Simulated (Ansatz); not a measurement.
**CH₂S+ (doublet): geometry and frequencies at several levels**

One table from this session's results is given with a row withheld; the runs are named, their logs left out.

Computed with Ansatz 0.2.0 (the levels named in each step, unless a step's input says otherwise).

## The structure to begin with

Bond lengths: C1–S2 1.580 Å, C1–H3 1.092 Å, C1–H4 1.092 Å. Angles: S2–C1–H3 123.4°, S2–C1–H4 123.4°, H3–C1–H4 113.2°.

Structure file:

```xyz
4

C    -1.0375    0.1249    0.2444
S     0.4904   -0.0590   -0.1156
H    -1.6423    0.9610   -0.1114
H    -1.5945   -0.5714    0.8743
```

The first run:

File input.yaml:

```yaml
crystal:
  periodic: [false, false, false]
  atoms:
    - { symbol: C, position_ang: [-1.03751, 0.12486, 0.24442] }
    - { symbol: S, position_ang: [0.49036, -0.05901, -0.11557] }
    - { symbol: H, position_ang: [-1.6423, 0.96103, -0.11144] }
    - { symbol: H, position_ang: [-1.59446, -0.57141, 0.87427] }
magnetization:
  spin_polarized: true
  initial_magnetization: 1
total_charge: 1
basis:
  gaussian: { orbitals: def2-SVP }
hamiltonian:
  xc: pbe
  dispersion: d4
relax:
  f_tol: 0.03
  max_steps: 200
```

Started as:

```sh
$ ansatz run input.yaml --threads 2 --pin off --max-ram 5120MiB --backend cpu --events-out ev --progress --plain --runs-dir out
```

Steps of the session up to this table: A rough first relaxation, PBE-D4/def2-SVP; Relaxation, PBE0-D4/def2-TZVPP; Frequencies, PBE0-D4/def2-TZVPP; Relaxation, PBE-D4/def2-TZVPP; Frequencies, PBE-D4/def2-TZVPP; Relaxation, r2SCAN-D4/def2-TZVPP; Frequencies, r2SCAN-D4/def2-TZVPP; Relaxation, B3LYP-D4/def2-TZVPP; Frequencies, B3LYP-D4/def2-TZVPP; Relaxation, B2PLYP/def2-TZVPP.

One of the session's tables, all rows but one given; the rest of the session is left out.

| level | C1–S2 (Å) | highest frequency (cm⁻¹) |
| --- | --- | --- |
| PBE0-D4/def2-TZVPP | 1.5816 | 3142 |
| PBE-D4/def2-TZVPP | 1.5912 | 3035 |
| r2SCAN-D4/def2-TZVPP | ? | ? |
| B3LYP-D4/def2-TZVPP | 1.5869 | 3121 |
| B2PLYP/def2-TZVPP | 1.5873 | - |

Estimate the missing values for r2SCAN-D4/def2-TZVPP.

The run gave: C1–S2 (Å): 1.5852; highest frequency (cm⁻¹): 3119. In the column «C1–S2 (Å)» it lies between PBE0-D4/def2-TZVPP (1.5816) and B3LYP-D4/def2-TZVPP (1.5869).
